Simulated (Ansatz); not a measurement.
Multireference treatment of CH₄S, singlet

Computed with Ansatz's Gaussian-basis code (development build); NEVPT3, NEVPT4(SD), MRCISD by development code. Basis cc-pV(T+d)Z, nonrelativistic, 6 orbitals frozen in the corrections. State-specific CASSCF; RHF is the lowest restricted (open-shell) Hartree–Fock solution met. Single-reference values can break down or jump between states where bonds are stretched. No symmetry is imposed, so a solution can break that of the shape. Lower solutions, or ones in other orbitals, may exist.

Geometry:

```xyz
6

C     0.0000   -0.0145   -1.6247
S     0.0000    0.0831    0.9136
H     0.0000   -1.2408    1.1230
H     0.0000    1.0173   -1.9765
H     0.8923   -0.5098   -2.0076
H    -0.8923   -0.5098   -2.0076
```

(1) What do CASSCF and its corrections give against RHF in CAS(2,2), and what are the occupations?

(2) How do single-reference totals in the same basis and frozen core stand against SC-NEVPT2 in CAS(2,2)?

(3) Roughly how much CPU time does a whole run from the default start take (median of such runs, summed over threads; nearly all runs on one pinned thread of a shared server, mostly Xeon at 2.3 to 2.6 GHz, by a development driver)?

Answers

(1) CASSCF -1.145 eV, SC-NEVPT2 -10.240 eV, FIC-NEVPT2 -10.244 eV, NEVPT3 -11.225 eV, NEVPT4(SD) -11.543 eV, MRCISD -10.311 eV; occupations 1.82, 0.18. The MRCI reference weight is 0.888.

(2) CCSD(T) -1.416 eV. Coupled cluster stands on the determinant that it favours, which can lie over the RHF solution above, and is in doubt where the occupations are far from 0, 1 and 2.

(3) CAS(2,2): about 3.5 s. Other jobs ran beside these, and the count of passes differs.
